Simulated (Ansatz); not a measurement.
# PO−: energies up the ladder

Aim: energies up the ladder, for PO−, with the cost of each level. Charge -1.

Method: the levels named in each step, in Ansatz 0.2.0.

## 1. The structure to begin with

Bond lengths: O1–P2 1.455 Å.

Structure file:

```xyz
2

O     0.0000    0.0000    0.0000
P     0.0000    0.0000    1.4552
```

## 2. A rough first relaxation, PBE-D4/def2-SVPD

input.yaml

```yaml
crystal:
  periodic: [false, false, false]
  atoms:
    - { symbol: O, position_ang: [0.0, 0.0, 0.0] }
    - { symbol: P, position_ang: [0.0, 0.0, 1.45516] }
total_charge: -1
basis:
  gaussian: { orbitals: def2-SVPD }
hamiltonian:
  xc: pbe
  dispersion: d4
relax:
  f_tol: 0.03
  max_steps: 200
```

On the command line:

```
$ ansatz run input.yaml --threads 2 --pin off --max-ram 5120MiB --backend cpu --events-out ev --progress --plain --runs-dir out
```

Further steps of the session: Relaxation, PBE0-D4/def2-TZVPPD; Frequencies, PBE0-D4/def2-TZVPPD; Single point, PBE-D4/def2-TZVPPD; Single point, r2SCAN-D4/def2-TZVPPD; Single point, B3LYP-D4/def2-TZVPPD; Single point, wB97M-V/def2-TZVPPD; Single point, B2PLYP/def2-TZVPPD; Single point, LDA/def2-TZVPPD; Single point, PBE0-D4/def2-SVPD; Single point, PBE-D4/def2-SVPD; Single point, CCSD(T)/def2-TZVPPD; Single point, CCSD(T)/def2-QZVPPD.

What does the calculation give? Wanted: O1–P2 at PBE0-D4/def2-TZVPPD; frequencies at PBE0-D4/def2-TZVPPD; energy at CCSD(T)/CBS.

As calculated:

| quantity | value |
| --- | --- |
| O1–P2 at PBE0-D4/def2-TZVPPD | 1.538 Å |
| frequencies at PBE0-D4/def2-TZVPPD | 1065 cm⁻¹ |
| energy at CCSD(T)/CBS | -11321.951 eV |

No mode is imaginary, so the geometry is a minimum. These totals serve in differences with atoms or fragments at the same level; alone they don't rank the methods. A T1 diagnostic of 0.021 (charge -1) lies over the usual mark for one of the runs, a hint of some multireference character there.
